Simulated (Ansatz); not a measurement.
Consider the isomerisation: `N=C(O)CN` → `N=COCN`.

Gas-phase electronic energies from Ansatz, PBE0-D4/def2-TZVP geometries. CBS: MP2 limit from def2 TZ/QZ plus the TZ coupled-cluster correction, frozen cores. Functionals use def2-TZVPP. One conformer a species, not always the lowest.

```csv
level,ΔE (kJ/mol)
PBE-D4,57.3
B2PLYP,57.4
r2SCAN,59.2
MP2/def2-QZVPP,65.0
```

(1) What does CCSD(T)/CBS give? (An estimate is asked.)

Largest T1 diagnostic among the species: 0.013.

## Answers

(1) The calculation gave: +62.8 kJ/mol. The listed levels differ from it by -5.5, -5.4, -3.6, 2.2 kJ/mol.

From PBE to PBE0 (25 % exact exchange), in def2-TZVPP and without D4, ΔE moves by +4.8 kJ/mol.

CCSD(T)/CBS has its own doubt, a few kJ/mol and more with outer-core shells, so smaller differences from it don't rank the levels.
